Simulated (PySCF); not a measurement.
PySCF input (PBE0/jun-cc-pV(T+d)Z):

```python
import numpy as np, basis_set_exchange as bse
from pyscf import gto, scf, dft, df, tdscf

basis = {'C': gto.basis.parse(bse.get_basis('jun-cc-pV(T+d)Z', elements=['C'], fmt='nwchem')), 'H': gto.basis.parse(bse.get_basis('jun-cc-pV(T+d)Z', elements=['H'], fmt='nwchem'))}
mol = gto.M(
    atom='''
    C    -0.00000000    0.00000000   -0.00000000
    H     0.62054657    0.62688914    0.63896175
    H    -0.64285838   -0.62489528    0.61852983
    H     0.63693263   -0.63278043   -0.61664082
    H    -0.61462083    0.63078657   -0.64085076
    ''',
    basis=basis,
    charge=0,
    verbose=4,
    max_memory=2160,
)
mf = dft.RKS(mol, xc='pbe0')
mf.grids.level = 3
mf = mf.density_fit(auxbasis=df.autoaux(mol))
mf.conv_tol = 1e-9
mf.max_cycle = 100
print('smallest overlap eigenvalue', np.linalg.eigvalsh(mol.intor('int1e_ovlp'))[0])
mf.kernel()
dip = mf.dip_moment()
td = tdscf.TDA(mf)
td.nstates = 4
td.kernel()
td.analyze()
osc = td.oscillator_strength()
```

Output:

```
PySCF version 2.14.0

[INPUT] verbose = 4
[INPUT] num. atoms = 5
[INPUT] num. electrons = 10
[INPUT] charge = 0
[INPUT] spin (= nelec alpha-beta = 2S) = 0
[INPUT] symmetry False subgroup None
[INPUT] Mole.unit = angstrom
[INPUT] Symbol           X                Y                Z      unit          X                Y                Z       unit  Magmom
[INPUT]  1 C      0.000000000000   0.000000000000   0.000000000000 AA    0.000000000000   0.000000000000   0.000000000000 Bohr   0.0
[INPUT]  2 H      0.620546570000   0.626889140000   0.638961750000 AA    1.172663064838   1.184648785064   1.207462711573 Bohr   0.0
[INPUT]  3 H     -0.642858380000  -0.624895280000   0.618529830000 AA   -1.214826275082  -1.180880935733   1.168851978574 Bohr   0.0
[INPUT]  4 H      0.636932630000  -0.632780430000  -0.616640820000 AA    1.203628230499  -1.195781709685  -1.165282267027 Bohr   0.0
[INPUT]  5 H     -0.614620830000   0.630786570000  -0.640850760000 AA   -1.161465039153   1.192013860354  -1.211032423119 Bohr   0.0

nuclear repulsion = 13.4453507450257
number of shells = 19
number of NR pGTOs = 115
number of NR cGTOs = 95
basis = {'C': [[0, [8236.0, 0.000531, 0.0, -0.000113, 0.0], [1235.0, 0.004108, 0.0, -0.000878, 0.0], [280.8, 0.021087, 0.0, -0.00454, 0.0], [79.27, 0.081853, 0.0, -0.018133, 0.0], [25.59, 0.234817, 0.0, -0.05576, 0.0], [8.997, 0.434401, 0.0, -0.126895, 0.0], [3.319, 0.346129, 0.0, -0.170352, 0.0], [0.9059, 0.0, 1.0, 0.0, 0.0], [0.3643, -0.008983, 0.0, 0.598684, 0.0], [0.1285, 0.0, 0.0, 0.0, 1.0]], [0, [0.04402, 1.0]], [1, [18.71, 0.014031, 0.0, 0.0], [4.133, 0.086866, 0.0, 0.0], [1.2, 0.290216, 0.0, 0.0], [0.3827, 0.0, 1.0, 0.0], [0.1209, 0.0, 0.0, 1.0]], [1, [0.03569, 1.0]], [2, [1.097, 1.0, 0.0], [0.318, 0.0, 1.0]], [2, [0.1, 1.0]], [3, [0.761, 1.0]]], 'H': [[0, [33.87, 0.006068, 0.0, 0.0], [5.095, 0.045308, 0.0, 0.0], [1.159, 0.202822, 0.0, 0.0], [0.3258, 0.0, 1.0, 0.0], [0.1027, 0.0, 0.0, 1.0]], [1, [1.407, 1.0, 0.0], [0.388, 0.0, 1.0]], [2, [1.057, 1.0]]]}
ecp = {}
ETB for C: l = 0, exps = 0.07138 * 1.8^n , n = 0..15
ETB for C: l = 1, exps = 0.07138 * 1.8^n , n = 0..12
ETB for C: l = 2, exps = 0.07138 * 1.8^n , n = 0..11
ETB for C: l = 3, exps = 0.13569 * 2.2^n , n = 0..6
ETB for C: l = 4, exps = 0.2 * 2.2^n , n = 0..4
ETB for H: l = 0, exps = 0.2054 * 1.8^n , n = 0..10
ETB for H: l = 1, exps = 0.4907 * 2^n , n = 0..3
ETB for H: l = 2, exps = 0.776 * 2.2^n , n = 0..2
ETB for H: l = 3, exps = 1.4449999999999998 * 2.2^n , n = 0..1
smallest overlap eigenvalue 0.001396492989185593

******** <class 'pyscf.df.df_jk.DFRKS'> ********
method = DFRKS
initial guess = minao
damping factor = 0
level_shift factor = 0
DIIS = <class 'pyscf.scf.diis.CDIIS'>
diis_start_cycle = 1
diis_space = 8
diis_damp = 0
SCF conv_tol = 1e-09
SCF conv_tol_grad = None
SCF max_cycles = 100
direct_scf = False
XC library pyscf.dft.libxc version 7.1.2
    S. Lehtola, C. Steigemann, M. J. T. Oliveira, and M. A. L. Marques,  SoftwareX 7, 1–5 (2018)
XC functionals = pbe0
    C. Adamo and V. Barone,  J. Chem. Phys. 110, 6158 (1999)
    M. Ernzerhof and G. E. Scuseria,  J. Chem. Phys. 110, 5029 (1999)
radial grids:
    Treutler-Ahlrichs [JCP 102, 346 (1995); DOI:10.1063/1.469408] (M4) radial grids

becke partition: Becke, JCP 88, 2547 (1988); DOI:10.1063/1.454033
pruning grids: <function nwchem_prune>
grids dens level: 3
symmetrized grids: False
atomic radii adjust function: <function treutler_atomic_radii_adjust>
small_rho_cutoff = 0
Set gradient conv threshold to 3.16228e-05
Initial guess from minao.
tot grids = 53352
******** <class 'pyscf.df.df.DF'> ********
auxbasis = {'C': [[0, [np.float64(481.57520720416113), 1]], [0, [np.float64(267.54178178008954), 1]], [0, [np.float64(148.63432321116085), 1]], [0, [np.float64(82.57462400620048), 1]], [0, [np.float64(45.87479111455581), 1]], [0, [np.float64(25.485995063642118), 1]], [0, [np.float64(14.158886146467843), 1]], [0, [np.float64(7.866047859148802), 1]], [0, [np.float64(4.370026588416001), 1]], [0, [np.float64(2.4277925491200003), 1]], [0, [np.float64(1.3487736384000002), 1]], [0, [np.float64(0.749318688), 1]], [0, [np.float64(0.4162881600000001), 1]], [0, [np.float64(0.2312712), 1]], [0, [np.float64(0.12848400000000001), 1]], [0, [np.float64(0.07138), 1]], [1, [np.float64(82.57462400620048), 1]], [1, [np.float64(45.87479111455581), 1]], [1, [np.float64(25.485995063642118), 1]], [1, [np.float64(14.158886146467843), 1]], [1, [np.float64(7.866047859148802), 1]], [1, [np.float64(4.370026588416001), 1]], [1, [np.float64(2.4277925491200003), 1]], [1, [np.float64(1.3487736384000002), 1]], [1, [np.float64(0.749318688), 1]], [1, [np.float64(0.4162881600000001), 1]], [1, [np.float64(0.2312712), 1]], [1, [np.float64(0.12848400000000001), 1]], [1, [np.float64(0.07138), 1]], [2, [np.float64(45.87479111455581), 1]], [2, [np.float64(25.485995063642118), 1]], [2, [np.float64(14.158886146467843), 1]], [2, [np.float64(7.866047859148802), 1]], [2, [np.float64(4.370026588416001), 1]], [2, [np.float64(2.4277925491200003), 1]], [2, [np.float64(1.3487736384000002), 1]], [2, [np.float64(0.749318688), 1]], [2, [np.float64(0.4162881600000001), 1]], [2, [np.float64(0.2312712), 1]], [2, [np.float64(0.12848400000000001), 1]], [2, [np.float64(0.07138), 1]], [3, [np.float64(15.384519173760008), 1]], [3, [np.float64(6.9929632608000025), 1]], [3, [np.float64(3.178619664000001), 1]], [3, [np.float64(1.4448271200000005), 1]], [3, [np.float64(0.6567396000000001), 1]], [3, [np.float64(0.29851800000000006), 1]], [3, [np.float64(0.13569), 1]], [4, [np.float64(4.685120000000001), 1]], [4, [np.float64(2.129600000000001), 1]], [4, [np.float64(0.9680000000000002), 1]], [4, [np.float64(0.44000000000000006), 1]], [4, [np.float64(0.2), 1]]], 'H': [[0, [np.float64(73.33739683485697), 1]], [0, [np.float64(40.74299824158721), 1]], [0, [np.float64(22.634999023104005), 1]], [0, [np.float64(12.574999457280002), 1]], [0, [np.float64(6.9861108096), 1]], [0, [np.float64(3.8811726720000004), 1]], [0, [np.float64(2.15620704), 1]], [0, [np.float64(1.1978928000000002), 1]], [0, [np.float64(0.6654960000000001), 1]], [0, [np.float64(0.36972), 1]], [0, [np.float64(0.2054), 1]], [1, [np.float64(3.9256), 1]], [1, [np.float64(1.9628), 1]], [1, [np.float64(0.9814), 1]], [1, [np.float64(0.4907), 1]], [2, [np.float64(3.7558400000000005), 1]], [2, [np.float64(1.7072000000000003), 1]], [2, [np.float64(0.776), 1]], [3, [np.float64(3.179), 1]], [3, [np.float64(1.4449999999999998), 1]]]}
init E= -40.2674478852187
  HOMO = -0.454000257875983  LUMO = -0.00318278829156071  gap/eV = 12.26737
cycle= 1 E= -40.4548794972531  delta_E= -0.187  |g|= 0.275  |ddm|= 1.06
  HOMO = -0.350973048990637  LUMO = 0.029714229966773  gap/eV = 10.35903
cycle= 2 E= -40.4517781585894  delta_E= 0.0031  |g|= 0.299  |ddm|= 0.292
  HOMO = -0.403464045743546  LUMO = 0.0201622275923405  gap/eV = 11.52746
cycle= 3 E= -40.4745077346703  delta_E= -0.0227  |g|= 0.00227  |ddm|= 0.147
  HOMO = -0.403569566663484  LUMO = 0.0201694390496687  gap/eV = 11.53053
cycle= 4 E= -40.4745085693324  delta_E= -8.35e-07  |g|= 0.000155  |ddm|= 0.00147
  HOMO = -0.403621944038614  LUMO = 0.0201625623340789  gap/eV = 11.53176
cycle= 5 E= -40.4745085769573  delta_E= -7.62e-09  |g|= 6.32e-06  |ddm|= 0.000198
  HOMO = -0.4036170316145  LUMO = 0.0201648478507597  gap/eV = 11.53169
cycle= 6 E= -40.4745085769717  delta_E= -1.44e-11  |g|= 4.72e-07  |ddm|= 1.25e-05
  HOMO = -0.403617356041454  LUMO = 0.0201647929073907  gap/eV = 11.53170
Extra cycle  E= -40.474508576972  delta_E= -3.27e-13  |g|= 4.19e-07  |ddm|= 8.07e-07
converged SCF energy = -40.474508576972
Dipole moment(X, Y, Z, Debye): -0.00000, -0.00000, -0.00000

******** <class 'pyscf.tdscf.rks.TDA'> for <class 'pyscf.df.df_jk.DFRKS'> ********
nstates = 4 singlet
deg_eia_thresh = 1.000e-03
wfnsym = None
conv_tol = 1e-05
eigh lindep = 1e-12
eigh level_shift = 0
eigh max_cycle = 100
chkfile = tmpowxyvjj2

Excitation energies (eV)
[10.1810421  10.18104213 10.18104295 11.17205645]

** Singlet excitation energies and oscillator strengths **
Excited State   1:     10.18104 eV    121.78 nm  f=0.1256
       5 -> 6        -0.70286
Excited State   2:     10.18104 eV    121.78 nm  f=0.1256
       4 -> 6        -0.70282
Excited State   3:     10.18104 eV    121.78 nm  f=0.1256
       3 -> 6         0.70451
Excited State   4:     11.17206 eV    110.98 nm  f=0.0000
       4 -> 7         0.23671
       4 -> 8         0.36586
       4 -> 9         0.23771
       5 -> 7        -0.28866
       5 -> 8         0.34169
       5 -> 9        -0.22364

** Transition electric dipole moments (AU) **
state          X           Y           Z        Dip. S.      Osc.
  1        -0.6156     -0.0479      0.3497      0.5035      0.1256
  2        -0.3515      0.0196     -0.6161      0.5035      0.1256
  3        -0.0319      0.7077      0.0407      0.5035      0.1256
  4         0.0000     -0.0000      0.0000      0.0000      0.0000

** Transition velocity dipole moments (imaginary part, AU) **
state          X           Y           Z        Dip. S.      Osc.
  1        -0.2215     -0.0172      0.1258      0.0652      0.1162
  2        -0.1265      0.0071     -0.2217      0.0652      0.1162
  3        -0.0115      0.2547      0.0147      0.0652      0.1162
  4        -0.0000     -0.0000      0.0000      0.0000      0.0000

** Transition magnetic dipole moments (imaginary part, AU) **
state          X           Y           Z
  1        -0.0000      0.0000      0.0000
  2         0.0000     -0.0000      0.0000
  3        -0.0000      0.0000     -0.0000
  4        -0.0000      0.0000     -0.0000
```
